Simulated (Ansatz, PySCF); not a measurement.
## How the smallest direct gap on the k points sampled of zinc-blende AlP moves with the method

No measured value is used here.

```csv
level (code),value (eV),cell (Å³/atom)
LDA (Ansatz),3.09,20.38
PBE (Ansatz),3.29,20.38
PBE-D4 (Ansatz),3.35,20.26
HSE06 (Ansatz),4.23,20.38
evGW@PBE (PySCF),4.57 ± 0.1,20.38
```

At these levels the smallest gap is indirect and lower: LDA 1.45, PBE 1.59, PBE-D4 1.57, HSE06 2.27, evGW@PBE 2.86 eV. Computed values are for a static lattice.  A ± on a computed value is a rough bar: the spread of its extrapolation, a floor set from checks against published values, or a statistical error. Values are at the measured cell; PBE-D4 at the level's own equilibrium cell. Cutoffs and k meshes differ between the levels. Ansatz's density-functional and Hartree–Fock values are scalar-relativistic unless marked +SOC, with PAW data made under PBE.

Ansatz is a quantum-chemistry and plane-wave program.
